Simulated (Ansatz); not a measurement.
**C2H2B: relaxing the atoms, harmonic vibrations and batch in weak fields**

Aim: for C2H2B, 3 runs in a chain (relaxing the atoms, harmonic vibrations and batch in weak fields).

Program: Ansatz 0.2.0. Level of theory: CCSD(T) on unrestricted Hartree-Fock, Gaussian basis cc-pVTZ. These are calculated values, not measurements.

**1. The system as given**

Bond lengths: C1–C2 1.340 Å, C1–B3 1.507 Å, C2–B3 1.507 Å, C1–H4 1.012 Å, C2–H5 1.012 Å. Angles: C1–C2–B3 63.6°, C1–C2–H5 150.4°, B3–C2–H5 146.0°, C2–C1–B3 63.6°, C2–C1–H4 150.4°, B3–C1–H4 146.0°, C1–B3–C2 52.8°.

Coordinates:

```xyz
5

C     0.6700    0.0000    0.0000
C    -0.6700    0.0000    0.0000
B     0.0000    1.3500    0.0000
H     1.5500   -0.5000    0.0000
H    -1.5500   -0.5000    0.0000
```

**2. Relaxing the atoms: C2H2B**

Input file input.yaml:

```yaml
relax:
  f_tol: 0.001
  max_steps: 200
crystal:
  periodic: [false, false, false]
  atoms:
    - { symbol: C, position_ang: [0.67, 0.0, 0.0] }
    - { symbol: C, position_ang: [-0.67, 0.0, 0.0] }
    - { symbol: B, position_ang: [0.0, 1.35, 0.0] }
    - { symbol: H, position_ang: [1.55, -0.5, 0.0] }
    - { symbol: H, position_ang: [-1.55, -0.5, 0.0] }
magnetization:
  spin_polarized: true
  initial_magnetization: 1
basis:
  gaussian: { orbitals: cc-pVTZ }
hamiltonian:
  xc: hf
correlation:
  method: ccsd_t
```

On the command line:

```console
ansatz run input.yaml --threads 8 --pin off --max-ram 12288MiB --backend cpu --events-out ev --progress --plain --runs-dir out
```

The log of the run (excerpt; [...] marks lines left out):

```text
Warning: RAYON_NUM_THREADS=8 ignored (pool sized by the plan → 8); use --threads N
[...]
Functional definition: HF
[...]
781 factors; integrals over basis functions are off by at most 3.2e-4 eV
[...]
mean field -2761.39977967 eV, -101.4795701590 hartree, gradient 7.4e-6 eV, S^2 0.759594; 2 other end points of the search recorded, 0 dependent functions left out
determinant -2761.39977967 eV, -101.4795701590 hartree, with singles and doubles -2772.10591046 eV, -101.8730132084 hartree
determinant -2758.21337381 eV, -101.3624719034 hartree, with singles and doubles -2769.31669610 eV, -101.7705114715 hartree
3 core orbitals not correlated: weight in the atoms' cores, before any rotation towards them, 1.000 or more for the frozen orbitals, at most 0.000 for the correlated occupied ones
reference -2761.39977967 eV, -101.4795701590 hartree; 7, 6 occupied and 108, 109 virtual orbitals, 781 factors
second order -10.07511736 eV of doubles, -0.00000000 eV of singles
cycle   1  -10.55918746 eV  change   -7.5e-1 eV  update   2.1e-2
[...]
perturbative correction -0.54809020 eV, -0.0201419433 hartree
[...]
relax step   1: F+E_penalty+E_count = -2772.53843717 eV  Δ(F+E_penalty+E_count) = +0.000e0 eV  max|allowed force component| = 2.831e0 eV/Å  Δτ_max = 0.0000 Å  (177 SCF iters, accepted)
[...]
relax step   7: F+E_penalty+E_count = -2772.93781728 eV  Δ(F+E_penalty+E_count) = +2.386e-7 eV  max|allowed force component| = 6.623e-3 eV/Å  Δτ_max = 0.0002 Å  (26 SCF iters, rejected (line search))
[...]
relax step   8: F+E_penalty+E_count = -2772.93781795 eV  Δ(F+E_penalty+E_count) = -4.329e-7 eV  max|allowed force component| = 2.768e-4 eV/Å  Δτ_max = 0.0001 Å  (25 SCF iters, accepted)
781 factors; integrals over basis functions are off by at most 4.0e-4 eV
[...]
mean field -2761.75237022 eV, -101.4925276227 hartree, gradient 1.7e-6 eV, S^2 0.758103; 3 other end points of the search recorded, 0 dependent functions left out
3 core orbitals not correlated: weight in the atoms' cores, before any rotation towards them, 1.000 or more for the frozen orbitals, at most 0.000 for the correlated occupied ones
reference -2761.75237022 eV, -101.4925276227 hartree; 7, 6 occupied and 108, 109 virtual orbitals, 781 factors
second order -10.11344315 eV of doubles, -0.00000000 eV of singles
[...]
cycle  13  -10.62553539 eV  change   -3.9e-7 eV  update   6.5e-7
[...]
perturbative correction -0.55991234 eV, -0.0205763990 hartree
[...]
Total energy: -2772.93781795 eV, -101.9035852449 hartree
Atom 0 at     0.684361     0.099472    -0.000000 Å, force    -0.000130    -0.000226    -0.000000 eV/Å
Atom 1 at    -0.684361     0.099472     0.000000 Å, force     0.000130    -0.000226    -0.000000 eV/Å
Atom 2 at     0.000000     1.409474     0.000000 Å, force     0.000000    -0.000102     0.000000 eV/Å
Atom 3 at     1.481224    -0.629208     0.000000 Å, force     0.000169     0.000277    -0.000000 eV/Å
Atom 4 at    -1.481224    -0.629208     0.000000 Å, force    -0.000169     0.000277    -0.000000 eV/Å
Dipole moment:    -0.000000    -0.366454    -0.000000 e Å
```

Wall time 3.8 min (8 threads of Intel Xeon Platinum 8488C (Sapphire Rapids), shared host); peak memory 2.1 GiB.

Relaxation path:

| step | E - E(step 1) (eV) | largest force component (eV/Å) |
| --- | --- | --- |
| 1 | 0.0000 | 2.8308 |
| 2 | -0.2699 | 1.2027 |
| 3 | -0.3657 | 0.6525 |
| 4 | -0.3890 | 0.3991 |
| 5 | -0.3990 | 0.1769 |
| 6 | -0.3994 | 0.0023 |
| 7 | -0.3994 | 0.0066 |
| 8 | -0.3994 | 0.0003 |

Step 1 is the start. Step 7 was tried and not accepted.

Before: Bond lengths: C1–C2 1.340 Å, C1–B3 1.507 Å, C2–B3 1.507 Å, C1–H4 1.012 Å, C2–H5 1.012 Å. Angles: C1–C2–B3 63.6°, C1–C2–H5 150.4°, B3–C2–H5 146.0°, C2–C1–B3 63.6°, C2–C1–H4 150.4°, B3–C1–H4 146.0°, C1–B3–C2 52.8°.

After: Bond lengths: C1–C2 1.369 Å, C1–B3 1.478 Å, C2–B3 1.478 Å, C1–H4 1.080 Å, C2–H5 1.080 Å. Angles: C1–C2–B3 62.4°, C1–C2–H5 137.6°, B3–C2–H5 160.0°, C2–C1–B3 62.4°, C2–C1–H4 137.6°, B3–C1–H4 160.0°, C1–B3–C2 55.2°.

**3. Harmonic vibrations**

It takes the final geometry of step 2.

Input file input.yaml:

```yaml
crystal:
  periodic: [false, false, false]
  atoms:
    - { symbol: C, position_ang: [0.68436144, 0.09947152, 0.0] }
    - { symbol: C, position_ang: [-0.68436144, 0.09947152, 0.0] }
    - { symbol: B, position_ang: [0.0, 1.40947371, 0.0] }
    - { symbol: H, position_ang: [1.4812237, -0.62920837, 0.0] }
    - { symbol: H, position_ang: [-1.4812237, -0.62920837, 0.0] }
magnetization:
  spin_polarized: true
  initial_magnetization: 1
basis:
  gaussian: { orbitals: cc-pVTZ }
hamiltonian:
  xc: hf
correlation:
  method: ccsd_t
phonons: {}
```

On the command line:

```console
ansatz run input.yaml --threads 8 --pin off --max-ram 12288MiB --backend cpu --events-out ev --progress --plain --runs-dir out
```

The log of the run (excerpt; [...] marks lines left out):

```text
Warning: RAYON_NUM_THREADS=8 ignored (pool sized by the plan → 8); use --threads N
[...]
[... 1 set-up line as earlier in the session ...]
[...]
784 factors; integrals over basis functions are off by at most 2.8e-4 eV
[...]
mean field -2761.75237060 eV, -101.4925276365 hartree, gradient 6.5e-6 eV, S^2 0.758103; 2 other end points of the search recorded, 0 dependent functions left out
3 core orbitals not correlated: weight in the atoms' cores, before any rotation towards them, 1.000 or more for the frozen orbitals, at most 0.000 for the correlated occupied ones
reference -2761.75237060 eV, -101.4925276365 hartree; 7, 6 occupied and 108, 109 virtual orbitals, 784 factors
second order -10.11344371 eV of doubles, -0.00000000 eV of singles
cycle   1  -10.28551292 eV  change   -1.7e-1 eV  update   7.1e-2
[...]
perturbative correction -0.55991235 eV, -0.0205763994 hartree
[...]
784 factors; integrals over basis functions are off by at most 2.9e-4 eV
[...]
3 core orbitals not correlated: weight in the atoms' cores, before any rotation towards them, 1.000 or more for the frozen orbitals, at most 0.000 for the correlated occupied ones
reference -2761.75191851 eV, -101.4925110226 hartree; 7, 6 occupied and 108, 109 virtual orbitals, 784 factors
second order -10.11372060 eV of doubles, -0.00000000 eV of singles
[...]
perturbative correction -0.56006164 eV, -0.0205818856 hartree
[...]
784 factors; integrals over basis functions are off by at most 2.8e-4 eV
mean field -2761.75085531 eV, -101.4924719505 hartree, gradient 1.7e-6 eV, S^2 0.758120; 0 other end points of the search recorded, 0 dependent functions left out
3 core orbitals not correlated: weight in the atoms' cores, before any rotation towards them, 1.000 or more for the frozen orbitals, at most 0.000 for the correlated occupied ones
reference -2761.75085531 eV, -101.4924719505 hartree; 7, 6 occupied and 108, 109 virtual orbitals, 784 factors
second order -10.11457777 eV of doubles, -0.00000000 eV of singles
[...]
cycle   9  -10.62656317 eV  change    2.2e-5 eV  update   3.5e-5
```

**4. More of the same log**

Output, continued (excerpt; [...] marks lines left out):

```text
cycle  10  -10.62656213 eV  change    1.0e-6 eV  update   1.3e-5
[...]
perturbative correction -0.56033023 eV, -0.0205917561 hartree
[...]
784 factors; integrals over basis functions are off by at most 2.8e-4 eV
[...]
mean field -2761.75374920 eV, -101.4925782991 hartree, gradient 1.7e-6 eV, S^2 0.758086; 0 other end points of the search recorded, 0 dependent functions left out
3 core orbitals not correlated: weight in the atoms' cores, before any rotation towards them, 1.000 or more for the frozen orbitals, at most 0.000 for the correlated occupied ones
reference -2761.75374920 eV, -101.4925782991 hartree; 7, 6 occupied and 108, 109 virtual orbitals, 784 factors
second order -10.11231566 eV of doubles, -0.00000000 eV of singles
[...]
perturbative correction -0.55949635 eV, -0.0205611117 hartree
[...]
784 factors; integrals over basis functions are off by at most 2.8e-4 eV
[...]
reference -2761.75180472 eV, -101.4925068407 hartree; 7, 6 occupied and 108, 109 virtual orbitals, 784 factors
second order -10.11387078 eV of doubles, -0.00000000 eV of singles
[...]
cycle  13  -10.62595890 eV  change   -4.3e-7 eV  update   6.5e-7
[...]
perturbative correction -0.56002085 eV, -0.0205803868 hartree
[...]
Total energy: -2772.93781623 eV, -101.9035851817 hartree
Atom 0 at     0.684361     0.099472     0.000000 Å, force    -0.000131    -0.000227     0.000000 eV/Å
Atom 1 at    -0.684361     0.099472     0.000000 Å, force     0.000131    -0.000227     0.000000 eV/Å
Atom 2 at     0.000000     1.409474     0.000000 Å, force    -0.000000    -0.000104     0.000000 eV/Å
Atom 3 at     1.481224    -0.629208     0.000000 Å, force     0.000168     0.000279    -0.000000 eV/Å
Atom 4 at    -1.481224    -0.629208     0.000000 Å, force    -0.000168     0.000279    -0.000000 eV/Å
Dipole moment:    -0.000000    -0.366454    -0.000000 e Å
Vibrations: 733.49 892.12 913.13 1008.20 1177.72 1195.28 1495.74 3222.07 3243.73 cm⁻¹, zero-point energy 0.860543 eV
```

Run time: 3.6 min. Hardware: 8 threads of Intel Xeon Platinum 8488C (Sapphire Rapids), shared host; peak memory 2.1 GiB.

Harmonic frequencies from the force constants, with rigid motions projected out (i: imaginary):

| mode | cm⁻¹ |
| --- | --- |
| 1 | 733 |
| 2 | 892 |
| 3 | 911 |
| 4 | 1008 |
| 5 | 1177 |
| 6 | 1190 |
| 7 | 1494 |
| 8 | 3222 |
| 9 | 3244 |

**5. Batch in weak fields**

It takes final geometries of earlier steps.

Input file input.yaml:

```yaml
magnetization:
  spin_polarized: true
  initial_magnetization: 1
hamiltonian:
  xc: hf
correlation:
  method: ccsd_t
batch:
  members: [f0p.yaml, f0m.yaml, f1p.yaml, f1m.yaml, f2p.yaml, f2m.yaml]
output:
  forces: true
# f0m.yaml, one of 6 members:
crystal:
  periodic: [false, false, false]
  atoms:
    - { symbol: C, position_ang: [0.68436144, 0.09947152, 0.0] }
    - { symbol: C, position_ang: [-0.68436144, 0.09947152, 0.0] }
    - { symbol: B, position_ang: [0.0, 1.40947371, 0.0] }
    - { symbol: H, position_ang: [1.4812237, -0.62920837, 0.0] }
    - { symbol: H, position_ang: [-1.4812237, -0.62920837, 0.0] }
basis:
  gaussian:
    orbitals: cc-pVTZ
    point_charges:
      - { charge: 2.500062, position_ang: [60.0, 0.07, 0.0] }
      - { charge: -2.500062, position_ang: [-60.0, 0.07, 0.0] }
```

The log of the run (excerpt; [...] marks lines left out):

```text
Warning: RAYON_NUM_THREADS=8 ignored (pool sized by the plan → 8); use --threads N
[...]
[... 1 set-up line as earlier in the session ...]
[...]
Member 1: Total energy: -2772.93789877 eV, -101.9035882149 hartree
Member 1: Atom 0 at     0.684361     0.099472     0.000000 Å, force     0.001671    -0.000057    -0.000000 eV/Å
Member 1: Atom 1 at    -0.684361     0.099472     0.000000 Å, force     0.001898    -0.000378    -0.000000 eV/Å
Member 1: Atom 2 at     0.000000     1.409474     0.000000 Å, force    -0.001287    -0.000070    -0.000000 eV/Å
Member 1: Atom 3 at     1.481224    -0.629208     0.000000 Å, force    -0.000937    -0.002309     0.000000 eV/Å
Member 1: Atom 4 at    -1.481224    -0.629208     0.000000 Å, force    -0.001353     0.002814    -0.000000 eV/Å
Member 1: Dipole moment:    -0.007529    -0.366453     0.000000 e Å
Member 5: Total energy: -2772.93787245 eV, -101.9035872477 hartree
[...]
Member 2: Atom 2 at     0.000000     1.409474     0.000000 Å, force    -0.000000     0.010413     0.000000 eV/Å
Member 2: Atom 3 at     1.481224    -0.629208     0.000000 Å, force     0.002039     0.001673     0.000000 eV/Å
Member 2: Atom 4 at    -1.481224    -0.629208     0.000000 Å, force    -0.002039     0.001673    -0.000000 eV/Å
Member 2: Dipole moment:     0.000000    -0.358715     0.000000 e Å
Member 0: Total energy: -2772.93789879 eV, -101.9035882159 hartree
Member 0: Atom 0 at     0.684361     0.099472     0.000000 Å, force    -0.001899    -0.000378    -0.000000 eV/Å
Member 0: Atom 1 at    -0.684361     0.099472     0.000000 Å, force    -0.001671    -0.000057     0.000000 eV/Å
Member 0: Atom 2 at     0.000000     1.409474     0.000000 Å, force     0.001287    -0.000070     0.000000 eV/Å
Member 0: Atom 3 at     1.481224    -0.629208     0.000000 Å, force     0.001353     0.002814    -0.000000 eV/Å
Member 0: Atom 4 at    -1.481224    -0.629208     0.000000 Å, force     0.000937    -0.002309     0.000000 eV/Å
Member 0: Dipole moment:     0.007529    -0.366453     0.000000 e Å
```

Run time: 3.3 min. Hardware: 8 threads of Intel Xeon Platinum 8488C (Sapphire Rapids), shared host; peak memory 5.6 GiB.

**6. The runs side by side**

```
step  energy above the lowest (eV)  charge  2S+1 typed  ⟨S²⟩  dipole (D)     time
   2                         0.000       0           2  0.76        1.76  3.8 min
   3                         0.000       0           2  0.76        1.76  3.6 min
```

```
                     quantity             value
harmonic frequencies (step 3)  733 to 3244 cm⁻¹
   zero-point energy (step 3)          0.860 eV
 mean polarisability (step 5)           4.84 Å³
```

In step 3 all modes are real: a minimum.
